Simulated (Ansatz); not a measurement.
# CHBS (triplet): one geometry, many settings at distance C2–H4 = 0.879 Å

Aim: run CHBS (triplet) at one geometry under a spread of methods and options, and see what each costs and gives.

Computed with Ansatz 0.2.0, Gaussian basis. Level: the settings change from run to run.

19 further runs of the same task are left out: 2 for a mislabelled method, 13 that didn't finish, 4 set aside as unsound or not needed.

### 1 The system

The geometry derives from a PBE0/def2-TZVP stationary point (not a proven minimum). One bond is set to the value named and the two fragments are kept rigid.

4 atoms, charge 0, spin multiplicity 3.

Atoms are counted from 1 here; the program's logs count them from 0.

Bond lengths: B1–C2 1.415 Å, B1–S3 1.834 Å, C2–S3 1.766 Å, C2–H4 0.879 Å. Angles: C2–B1–S3 64.4°, B1–C2–S3 69.4°, B1–C2–H4 162.5°, S3–C2–H4 128.1°, B1–S3–C2 46.2°.

### 2 HF/cc-pVDZ

The input, in.yaml:

```yaml
crystal:
  periodic: [false, false, false]
  atoms:
    - {symbol: B, position_ang: [0.000000, -0.937626, 0.807149]}
    - {symbol: C, position_ang: [0.000000, 0.459609, 1.028395]}
    - {symbol: S, position_ang: [0.000000, 0.104802, -0.702012]}
    - {symbol: H, position_ang: [0.000000, 1.246096, 1.420923]}
basis:
  gaussian: {orbitals: cc-pVDZ}
magnetization: {spin_polarized: false, initial_magnetization: 2}
hamiltonian: {xc: hf}
output: {forces: true, orbitals: {seedname: orbitals}}
```

On the command line:

```console
$ ansatz run in.yaml --threads 1 --pin off --events-out ev --progress --plain --max-ram 2393MiB
```

What it wrote:

```text
Functional definition: HF
  name "HF"
  cite "Fock, Z. Phys. 61, 126 (1930) doi:10.1007/BF01340294"
  parent pbe
  exchange = exact_x
  correlation = 0
500 factors; integrals over basis functions are off by at most 1.1e-3 eV
mean field evaluation 1: about -12529.2474 eV, gradient 1.8e1 eV
mean field evaluation 2: about -12529.3826 eV, gradient 1.8e1 eV
mean field evaluation 4: about -12530.9721 eV, gradient 3.4e0 eV
mean field evaluation 8: about -12531.0645 eV, gradient 3.5e-1 eV
mean field evaluation 16: about -12531.0658 eV, gradient 2.8e-5 eV
mean field -12531.06579032 eV, -460.5081739329 hartree, gradient 2.8e-5 eV, S^2 2.000000; 0 other end points of the search recorded, 0 dependent functions left out
the calculation of the forces begins
reference -12531.06579032 eV, -460.5081739329 hartree; 15, 13 occupied and 36, 38 virtual orbitals, 500 factors
Total energy: -12531.06579032 eV, -460.5081739329 hartree
Atom 0 at     0.000000    -0.937626     0.807149 Å, force    -0.000000    -0.371184     0.154986 eV/Å
Atom 1 at     0.000000     0.459609     1.028395 Å, force     0.000000   -12.364123    -6.224740 eV/Å
Atom 2 at     0.000000     0.104802    -0.702012 Å, force    -0.000000     0.083555    -0.303581 eV/Å
Atom 3 at     0.000000     1.246096     1.420923 Å, force    -0.000000    12.651752     6.373335 eV/Å
Dipole moment:     0.000000     0.103181     0.157688 e Å
```

It took 0.57 s on 1 thread of Arm Neoverse V1, shared host.

### 3 CCSD(T) on ROHF/cc-pVDZ

Edit in.yaml of step 2 so:

```diff
@@ -10,3 +10,2 @@
 magnetization: {spin_polarized: false, initial_magnetization: 2}
-hamiltonian: {xc: hf}
-output: {forces: true, orbitals: {seedname: orbitals}}
+correlation: {method: ccsd_t, electrons: outside_noble_gas, diis_vectors: 2}
```

Same command.

What it wrote (excerpt; [...] marks lines left out):

```text
Functional definition: HF
  name "HF"
  cite "Fock, Z. Phys. 61, 126 (1930) doi:10.1007/BF01340294"
  parent pbe
[...]
500 factors; integrals over basis functions are off by at most 1.1e-3 eV
[...]
mean field -12531.06579032 eV, -460.5081739329 hartree, gradient 2.3e-6 eV, S^2 2.000000; 0 other end points of the search recorded, 0 dependent functions left out
[...]
7 core orbitals not correlated: weight in the atoms' cores, before any rotation towards them, 1.000 or more for the frozen orbitals, at most 0.000 for the correlated occupied ones
reference -12531.06579032 eV, -460.5081739329 hartree; 8, 6 occupied and 36, 38 virtual orbitals, 500 factors
second order -8.36440934 eV of doubles, -0.10898712 eV of singles
cycle   1  -8.74123912 eV  change   -2.6e-1 eV  update   8.4e-2
[...]
cycle  14  -9.09370709 eV  change   -2.5e-6 eV  update   1.2e-5
perturbative correction -0.40350865 eV, -0.0148286693 hartree
Total energy: -12540.56300606 eV, -460.8571901740 hartree
```

Run time: 2 s. Hardware: 1 thread of Arm Neoverse V1, shared host.

From the report: correlation -9.4972 eV; T1 0.026; largest double amplitude 0.04.

### 4 BCCD(T) on UHF/def2-SVP

Edit in.yaml of step 3 so:

```diff
@@ -8,4 +8,4 @@
 basis:
-  gaussian: {orbitals: cc-pVDZ}
-magnetization: {spin_polarized: false, initial_magnetization: 2}
-correlation: {method: ccsd_t, electrons: outside_noble_gas, diis_vectors: 2}
+  gaussian: {orbitals: def2-SVP}
+magnetization: {spin_polarized: true, initial_magnetization: 2}
+correlation: {method: bccd_t, electrons: outside_noble_gas}
```

Launched as before.

What it wrote (excerpt; [...] marks lines left out):

```text
Functional definition: HF
  name "HF"
  cite "Fock, Z. Phys. 61, 126 (1930) doi:10.1007/BF01340294"
  parent pbe
[...]
499 factors; integrals over basis functions are off by at most 1.2e-3 eV
[...]
mean field -12526.29548760 eV, -460.3328685412 hartree, gradient 1.8e-6 eV, S^2 2.025783; 1 other end points of the search recorded, 0 dependent functions left out
determinant -12526.29548760 eV, -460.3328685412 hartree, with singles and doubles -12535.21434306 eV, -460.6606304342 hartree
determinant -12522.83376458 eV, -460.2056525667 hartree, with singles and doubles -12531.54604499 eV, -460.5258229663 hartree
7 core orbitals not correlated: weight in the atoms' cores, before any rotation towards them, 1.000 or more for the frozen orbitals, at most 0.000 for the correlated occupied ones
reference -12526.29548760 eV, -460.3328685412 hartree; 8, 6 occupied and 36, 38 virtual orbitals, 499 factors
second order -8.18446369 eV of doubles, -0.00000000 eV of singles
cycle   1  -8.89400467 eV  change    2.5e-2 eV  update   1.4e-2
[...]
cycle  10  -8.89580506 eV  change    1.1e-6 eV  update   1.1e-5
perturbative correction -0.42484795 eV, -0.0156128741 hartree
Total energy: -12535.61614060 eV, -460.6753962212 hartree
```

Wall time 3.2 s (1 thread of Arm Neoverse V1, shared host).

From the report: ⟨S²⟩ of the determinant 2.026 (pure triplet: 2.00); correlation -9.3207 eV; largest double amplitude 0.04.

### 5 CCSD(T) on UHF/6-31G

Edit in.yaml of step 4 so:

```diff
@@ -8,4 +8,6 @@
 basis:
-  gaussian: {orbitals: def2-SVP}
+  gaussian: {orbitals: 6-31G}
 magnetization: {spin_polarized: true, initial_magnetization: 2}
-correlation: {method: bccd_t, electrons: outside_noble_gas}
+hamiltonian: {pseudopotentials: {relativity: scalar}}
+correlation: {method: ccsd_t, electrons: valence, diis_vectors: 12}
+output: {forces: true}
```

Same command.

What it wrote (excerpt; [...] marks lines left out):

```text
Functional definition: HF
  name "HF"
  cite "Fock, Z. Phys. 61, 126 (1930) doi:10.1007/BF01340294"
  parent pbe
[...]
425 factors; integrals over basis functions are off by at most 2.4e-4 eV
[...]
mean field -12555.40710757 eV, -461.4027008425 hartree, gradient 7.2e-6 eV, S^2 2.017807; 2 other end points of the search recorded, 0 dependent functions left out
determinant -12555.40710757 eV, -461.4027008425 hartree, with singles and doubles -12560.54429788 eV, -461.5914891044 hartree
determinant -12552.02130430 eV, -461.2782748672 hartree, with singles and doubles -12556.91230803 eV, -461.4580159394 hartree
determinant -12551.92239540 eV, -461.2746400325 hartree, with singles and doubles -12556.85893478 eV, -461.4560545084 hartree
7 core orbitals not correlated: weight in the atoms' cores, before any rotation towards them, 1.000 or more for the frozen orbitals, at most 0.000 for the correlated occupied ones
reference -12555.40710757 eV, -461.4027008425 hartree; 8, 6 occupied and 18, 20 virtual orbitals, 425 factors
second order -4.51657353 eV of doubles, -0.00000000 eV of singles
cycle   1  -5.13715248 eV  change    3.8e-5 eV  update   2.1e-3
[...]
cycle  10  -5.13821897 eV  change   -3.1e-7 eV  update   5.7e-7
perturbative correction -0.19792370 eV, -0.0072735619 hartree
[...]
Total energy: -12560.74325024 eV, -461.5988004686 hartree
Relativity: scalar
Atom 0 at     0.000000    -0.937626     0.807149 Å, force    -0.000000    -2.129056     1.762757 eV/Å
Atom 1 at     0.000000     0.459609     1.028395 Å, force     0.000000   -10.987510    -3.661804 eV/Å
Atom 2 at     0.000000     0.104802    -0.702012 Å, force    -0.000000     0.618060    -4.623674 eV/Å
Atom 3 at     0.000000     1.246096     1.420923 Å, force    -0.000000    12.498506     6.522721 eV/Å
Dipole moment:    -0.000000     0.152684     0.088892 e Å
```

It took 2.2 s on 1 thread of Arm Neoverse V1, shared host.

From the report: ⟨S²⟩ of the determinant 2.018 (pure triplet: 2.00); correlation -5.3361 eV; T1 0.030; largest double amplitude 0.05.

### 6 NEVPT2(6,5)/6-31G

Edit in.yaml of step 5 so:

```diff
@@ -9,5 +9,4 @@
   gaussian: {orbitals: 6-31G}
-magnetization: {spin_polarized: true, initial_magnetization: 2}
-hamiltonian: {pseudopotentials: {relativity: scalar}}
-correlation: {method: ccsd_t, electrons: valence, diis_vectors: 12}
+magnetization: {spin_polarized: false, initial_magnetization: 2}
+correlation: {method: sc_nevpt2, electrons: all, active_space: {window: {electrons: 6, orbitals: 5}}}
 output: {forces: true}
```

Launched as before.

What it wrote (excerpt; [...] marks lines left out):

```text
Functional definition: HF
  name "HF"
  cite "Fock, Z. Phys. 61, 126 (1930) doi:10.1007/BF01340294"
  parent pbe
[...]
425 factors; integrals over basis functions are off by at most 2.4e-4 eV
[...]
mean field -12528.46812859 eV, -460.4127116250 hartree, gradient 2.6e-6 eV, S^2 2.000000; 0 other end points of the search recorded, 0 dependent functions left out
reference -12528.46812859 eV, -460.4127116250 hartree; 15, 13 occupied and 18, 20 virtual orbitals, 425 factors
state -12529.27411292 eV, -460.4423310029 hartree
state -12529.27411292 eV, -460.4423310029 hartree; corrected -12533.23534058 eV, -460.5879034343 hartree
state -12528.92705399 eV, -460.4295768225 hartree
state -12528.92705399 eV, -460.4295768225 hartree; corrected -12533.49868034 eV, -460.5975809921 hartree
state -12528.92705399 eV, -460.4295768225 hartree; corrected -12533.49868034 eV, -460.5975809921 hartree
the orbitals are reached from a further start. From the first start the search ends at -12529.27407976 eV, -460.4423297843 hartree
[...]
WARN: the results are in doubt because another end's mean lies 0.347 eV lower, and its corrected mean 0.263 eV higher
Total energy: -12533.49868034 eV, -460.5975809921 hartree
Atom 0 at     0.000000    -0.937626     0.807149 Å, force     0.000000    -1.970749     1.938705 eV/Å
Atom 1 at     0.000000     0.459609     1.028395 Å, force     0.000000   -11.176249    -3.869561 eV/Å
Atom 2 at     0.000000     0.104802    -0.702012 Å, force     0.000000     0.745822    -4.559288 eV/Å
Atom 3 at     0.000000     1.246096     1.420923 Å, force     0.000000    12.401177     6.490144 eV/Å
Dipole moment:     0.000000     0.155769     0.094432 e Å
In doubt: another end's mean lies 0.347 eV lower, and its corrected mean 0.263 eV higher
```

Run time: 1.1 s. Hardware: 1 thread of Arm Neoverse V1, shared host.

From the report: 48 determinants; active occupations 1.99, 1.96, 1.00, 1.00, 0.05. Mind the lines of doubt at the end of the log.

### 7 CCSD(T) on ROHF/cc-pVDZ

Edit in.yaml of step 6 so:

```diff
@@ -8,5 +8,4 @@
 basis:
-  gaussian: {orbitals: 6-31G}
+  gaussian: {orbitals: cc-pVDZ, point_charges: [{charge: 1.00, position_ang: [4.172, -0.531, 0.605]}]}
 magnetization: {spin_polarized: false, initial_magnetization: 2}
-correlation: {method: sc_nevpt2, electrons: all, active_space: {window: {electrons: 6, orbitals: 5}}}
-output: {forces: true}
+correlation: {method: ccsd_t, electrons: all}
```

Same command.

What it wrote (excerpt; [...] marks lines left out):

```text
Functional definition: HF
  name "HF"
  cite "Fock, Z. Phys. 61, 126 (1930) doi:10.1007/BF01340294"
  parent pbe
[...]
500 factors; integrals over basis functions are off by at most 1.1e-3 eV
[...]
mean field -12531.16081158 eV, -460.5116658995 hartree, gradient 2.6e-6 eV, S^2 2.000000; 0 other end points of the search recorded, 0 dependent functions left out
reference -12531.16081158 eV, -460.5116658995 hartree; 15, 13 occupied and 36, 38 virtual orbitals, 500 factors
second order -8.69256819 eV of doubles, -0.10918366 eV of singles
cycle   1  -9.03175920 eV  change   -2.3e-1 eV  update   8.4e-2
[...]
cycle  11  -9.38308653 eV  change   -1.2e-5 eV  update   2.2e-5
perturbative correction -0.41387811 eV, -0.0152097399 hartree
Total energy: -12540.95777621 eV, -460.8716977093 hartree
```

Wall time 7 s (1 thread of Arm Neoverse V1, shared host).

From the report: correlation -9.7970 eV; T1 0.018; largest double amplitude 0.04.

### 8 CISD/cc-pVDZ

Edit in.yaml of step 7 so:

```diff
@@ -8,4 +8,7 @@
 basis:
-  gaussian: {orbitals: cc-pVDZ, point_charges: [{charge: 1.00, position_ang: [4.172, -0.531, 0.605]}]}
+  gaussian: {orbitals: cc-pVDZ}
 magnetization: {spin_polarized: false, initial_magnetization: 2}
-correlation: {method: ccsd_t, electrons: all}
+correlation: {active_space: {ras: {orbitals: [6, 2, 36], electrons: 14, max_holes: 2, max_particles: 2}, fixed_orbitals: true}}
+accuracy: high
+scf: {lower_state_search: off}
+output: {forces: true}
```

The command is unchanged.

What it wrote (excerpt; [...] marks lines left out):

```text
Functional definition: HF
  name "HF"
  cite "Fock, Z. Phys. 61, 126 (1930) doi:10.1007/BF01340294"
  parent pbe
[...]
1125 factors; integrals over basis functions are off by at most 3.5e-9 eV
[...]
mean field -12531.06585237 eV, -460.5081762132 hartree, gradient 2.7e-8 eV, S^2 2.000000; 0 other end points of the search recorded, 0 dependent functions left out
reference -12531.06585237 eV, -460.5081762132 hartree; 15, 13 occupied and 36, 38 virtual orbitals, 1125 factors
state -12539.27244531 eV, -460.8097629412 hartree
[...]
Total energy: -12539.27244531 eV, -460.8097629412 hartree
Atom 0 at     0.000000    -0.937626     0.807149 Å, force     0.000000    -0.764715     0.376176 eV/Å
Atom 1 at     0.000000     0.459609     1.028395 Å, force    -0.000000   -12.473066    -5.977907 eV/Å
Atom 2 at     0.000000     0.104802    -0.702012 Å, force     0.000000     0.235402    -0.863548 eV/Å
Atom 3 at     0.000000     1.246096     1.420923 Å, force     0.000000    13.002379     6.465280 eV/Å
Dipole moment:     0.000000     0.160168     0.038992 e Å
Checks for a lower state left out: starts, cluster_reference, orbital_swaps, neighbouring_geometries, increment
```

Wall time 17 s (1 thread of Arm Neoverse V1, shared host).

From the report: 204,058 determinants.

### 9 MP2 on ROHF/STO-3G

The input, in.yaml:

```yaml
crystal:
  periodic: [false, false, false]
  atoms:
    - {symbol: B, position_ang: [0.000000, -0.937626, 0.807149]}
    - {symbol: C, position_ang: [0.000000, 0.459609, 1.028395]}
    - {symbol: S, position_ang: [0.000000, 0.104802, -0.702012]}
    - {symbol: H, position_ang: [0.000000, 1.246096, 1.420923]}
basis:
  gaussian: {orbitals: STO-3G, fitting: {mean_field: def2-universal-jkfit}}
magnetization: {spin_polarized: false, initial_magnetization: 2}
correlation: {method: mp2, electrons: all}
accuracy: high
```

Same command.

What it wrote:

```text
Functional definition: HF
  name "HF"
  cite "Fock, Z. Phys. 61, 126 (1930) doi:10.1007/BF01340294"
  parent pbe
  exchange = exact_x
  correlation = 0
296 factors; integrals over basis functions are off by at most 8.7e-3 eV
mean field evaluation 1: about -12388.8178 eV, gradient 1.2e1 eV
mean field evaluation 2: about -12389.8998 eV, gradient 6.9e0 eV
mean field evaluation 4: about -12390.2273 eV, gradient 3.8e-1 eV
mean field evaluation 8: about -12387.9802 eV, gradient 1.0e1 eV
mean field evaluation 16: about -12390.2286 eV, gradient 5.6e-8 eV
mean field -12390.22858445 eV, -455.3325020800 hartree, gradient 5.6e-8 eV, S^2 2.000000; 2 other end points of the search recorded, 0 dependent functions left out
reference -12390.22858445 eV, -455.3325020800 hartree; 15, 13 occupied and 5, 7 virtual orbitals, 296 factors
second order -3.24486329 eV of doubles, -0.04185511 eV of singles
Total energy: -12393.51530285 eV, -455.4532867535 hartree
```

It took 0.18 s on 1 thread of Arm Neoverse V1, shared host.

### 10 HF/STO-3G

Edit in.yaml of step 9 so:

```diff
@@ -8,5 +8,5 @@
 basis:
-  gaussian: {orbitals: STO-3G, fitting: {mean_field: def2-universal-jkfit}}
+  gaussian: {orbitals: STO-3G, point_charges: [{charge: 0.50, position_ang: [4.411, -0.655, -0.527]}]}
 magnetization: {spin_polarized: false, initial_magnetization: 2}
-correlation: {method: mp2, electrons: all}
-accuracy: high
+hamiltonian: {xc: hf}
+output: {orbitals: {seedname: orbitals}}
```

Same command.

What it wrote:

```text
Functional definition: HF
  name "HF"
  cite "Fock, Z. Phys. 61, 126 (1930) doi:10.1007/BF01340294"
  parent pbe
  exchange = exact_x
  correlation = 0
243 factors; integrals over basis functions are off by at most 7.9e-5 eV
mean field evaluation 1: about -12388.7223 eV, gradient 1.2e1 eV
mean field evaluation 2: about -12388.7735 eV, gradient 1.2e1 eV
mean field evaluation 4: about -12390.1467 eV, gradient 2.5e0 eV
mean field evaluation 8: about -12390.2076 eV, gradient 1.2e-4 eV
mean field evaluation 16: about -12390.0679 eV, gradient 2.1e0 eV
mean field evaluation 32: about -12390.1996 eV, gradient 2.5e-1 eV
mean field -12390.20697665 eV, -455.3317080079 hartree, gradient 1.7e-5 eV, S^2 2.000000; 0 other end points of the search recorded, 0 dependent functions left out
reference -12390.20697665 eV, -455.3317080079 hartree; 15, 13 occupied and 5, 7 virtual orbitals, 243 factors
Total energy: -12390.20697665 eV, -455.3317080079 hartree
```

Wall time 0.12 s (1 thread of Arm Neoverse V1, shared host).

### 11 All runs side by side

Where basis and cores are those of an earlier UCCSDT(Q)/cc-pVDZ run (-12540.6235 eV), and the state is the same kind, the miss against it is given. † marks a result that the program doubts.

```tsv
level	correlated	functions	energy (eV)	from UCCSDT(Q) (meV)	time
HF/cc-pVDZ		51	-12531.0658	9557.7	0.57 s
CCSD(T) on ROHF/cc-pVDZ	outside noble gas	51	-12540.5630	60.5	2 s
BCCD(T) on UHF/def2-SVP	outside noble gas	51	-12535.6161		3.2 s
CCSD(T) on UHF/6-31G (relativity set)	valence	33	-12560.7433		2.2 s
NEVPT2(6,5)/6-31G †	all	33	-12533.4987		1.1 s
CCSD(T) on ROHF/cc-pVDZ (beside a point charge)	all	51	-12540.9578		7 s
CISD/cc-pVDZ	outside noble gas	51	-12539.2724	1351.0	17 s
MP2 on ROHF/STO-3G	all	20	-12393.5153		0.18 s
HF/STO-3G (beside a point charge)		20	-12390.2070		0.12 s
```

### 12 Outcome

```
quantity                                      value
    runs                                          9
quickest  HF/STO-3G (beside a point charge), 0.12 s
 slowest                         CISD/cc-pVDZ, 17 s
```

Total energies in different bases, with other cores or another treatment of relativity can't be set against each other. CISD/cc-pVDZ took 142 times as long as HF/STO-3G (beside a point charge); the jobs differ in more than the method. Among the correlated runs with a miss given, it spans +60 to +1351 meV. Hartree-Fock, CASSCF and CASCI lack dynamic correlation by design.
